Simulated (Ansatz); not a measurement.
# SiH₂O₂: how energies converge with the basis set

Aim: see how fast density functionals converge with the basis set for SiH₂O₂.

Program: Ansatz 0.2.0, Gaussian basis. Level of theory: one geometry, several basis sets. These are calculated values, not measurements.

The runs, in order: PBE0-D4/def2-SVP; ωB97M-V/def2-SVP; PBE0-D4/def2-QZVPP; ωB97M-V/def2-QZVPP; the functionals' def2-TZVPP values are taken from earlier runs.

### Step 1. Structure used throughout

All runs share one geometry, relaxed beforehand with PBE0-D4 in a triple-zeta def2 set.

SMILES `O[Si]O`, 5 atoms, charge 0, spin multiplicity 1.

Atoms are counted from 1 here; the program's logs count them from 0.

Bond lengths: O1–Si2 1.642 Å, O1–H4 0.964 Å, Si2–O3 1.663 Å, O3–H5 0.960 Å. Angles: Si2–O1–H4 117.5°, O1–Si2–O3 99.4°, Si2–O3–H5 116.1°.

### Step 2. PBE0-D4 in def2-SVP

Contents of in.yaml:

```yaml
crystal:
  periodic: [false, false, false]
  atoms:
    - {symbol: O, position_ang: [-1.443215, -0.105619, -0.275034]}
    - {symbol: Si, position_ang: [-0.212035, -0.791307, 0.567690]}
    - {symbol: O, position_ang: [1.035984, 0.187496, 0.068585]}
    - {symbol: H, position_ang: [-1.231874, 0.648926, -0.836057]}
    - {symbol: H, position_ang: [1.901141, -0.013096, 0.433418]}
basis:
  gaussian: {orbitals: def2-SVP}
hamiltonian: {xc: pbe0, dispersion: d4}
output: {orbitals: {seedname: orbitals}}
```

Further steps of the session: ωB97M-V in def2-SVP; PBE0-D4 in def2-QZVPP; ωB97M-V in def2-QZVPP.

**Question.** What will the summary of the whole plan be? Wanted: PBE0-D4: double and triple zeta above quadruple; ωB97M-V: double and triple zeta above quadruple.

**Answer**, as computed:

| quantity | value |
| --- | --- |
| PBE0-D4: double and triple zeta above quadruple | 8.79, 0.53 eV |
| ωB97M-V: double and triple zeta above quadruple | 8.88, 0.50 eV |

**Reading.** PBE0-D4 gains 8.26 eV from double to triple zeta, then 0.53 eV more. Total energies overstate the basis error of differences, where much of it tends to cancel. The LUMO of ωB97M-V is positive and keeps falling with the basis (1.31 to 0.71 eV): an unbound level that the basis holds in place.
